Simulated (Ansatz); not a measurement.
**C3H5N: small, medium and large basis sets**

An exercise on one series of results from a longer session: the logs are not shown, and one member is left open.

The runs use Ansatz 0.2.0, Gaussian basis; one geometry, several basis sets.

The runs, in order: PBE0-D4/def2-SVP; ωB97M-V/def2-SVP; PBE0-D4/def2-QZVPP; ωB97M-V/def2-QZVPP; the functionals' def2-TZVPP values are taken from earlier runs.

## Structure used throughout

An earlier PBE0-D4 in a triple-zeta def2 set relaxation fixed the geometry.

SMILES `C1=CNC1`, 9 atoms, charge 0, spin multiplicity 1.

Atoms are counted from 1 here; the program's logs count them from 0.

Bond lengths: C1–C2 1.339 Å, C1–C4 1.507 Å, C1–H5 1.078 Å, C2–N3 1.417 Å, C2–H6 1.084 Å, N3–C4 1.493 Å, N3–H7 1.015 Å, C4–H8 1.093 Å, C4–H9 1.093 Å. Angles: C2–C1–C4 89.0°, C2–C1–H5 135.8°, C4–C1–H5 134.6°, C1–C2–N3 96.9°, C1–C2–H6 136.9°, N3–C2–H6 126.0°, C2–N3–C4 86.8°, C2–N3–H7 116.9°, C4–N3–H7 115.9°, C1–C4–N3 86.9°, C1–C4–H8 117.2°, C1–C4–H9 115.6°, N3–C4–H8 112.5°, N3–C4–H9 113.1°, H8–C4–H9 109.8°.

Set-up of the first run:

in.yaml reads:

```yaml
crystal:
  periodic: [false, false, false]
  atoms:
    - {symbol: C, position_ang: [-0.624908, 0.791028, 0.003635]}
    - {symbol: C, position_ang: [0.673865, 0.792343, -0.323122]}
    - {symbol: N, position_ang: [0.856112, -0.612448, -0.306571]}
    - {symbol: C, position_ang: [-0.555682, -0.704658, 0.170337]}
    - {symbol: H, position_ang: [-1.422006, 1.517074, 0.006269]}
    - {symbol: H, position_ang: [1.419509, 1.528460, -0.600095]}
    - {symbol: H, position_ang: [1.562018, -0.976970, 0.324527]}
    - {symbol: H, position_ang: [-1.181589, -1.310987, -0.489567]}
    - {symbol: H, position_ang: [-0.638820, -1.070143, 1.197386]}
basis:
  gaussian: {orbitals: def2-SVP}
hamiltonian: {xc: pbe0, dispersion: d4}
output: {orbitals: {seedname: orbitals}}
```

On the command line:

```bash
$ ansatz run in.yaml --threads 2 --pin off --events-out ev --progress --plain --max-ram 4352MiB
```

Among the steps run: PBE0-D4 in def2-SVP; ωB97M-V in def2-SVP; PBE0-D4 in def2-QZVPP; ωB97M-V in def2-QZVPP.

One table of the session follows, with a row left open; its other results are not shown here.

It belongs to the step «Functionals by basis». 

```
functional       basis  HOMO (eV)  LUMO (eV)
   PBE0-D4    def2-SVP      -6.05       0.91
   PBE0-D4  def2-TZVPP      -6.20       0.67
   PBE0-D4  def2-QZVPP      -6.24       0.56
   ωB97M-V    def2-SVP      -8.30       3.12
   ωB97M-V  def2-TZVPP          ?          ?
   ωB97M-V  def2-QZVPP      -8.49       1.91
```

Q: Estimate the row for ωB97M-V, def2-TZVPP from the others.

**Answer.** HOMO (eV): -8.46; LUMO (eV): 2.68. In the column «HOMO (eV)» it lies between ωB97M-V, def2-QZVPP (-8.49) and ωB97M-V, def2-SVP (-8.30).
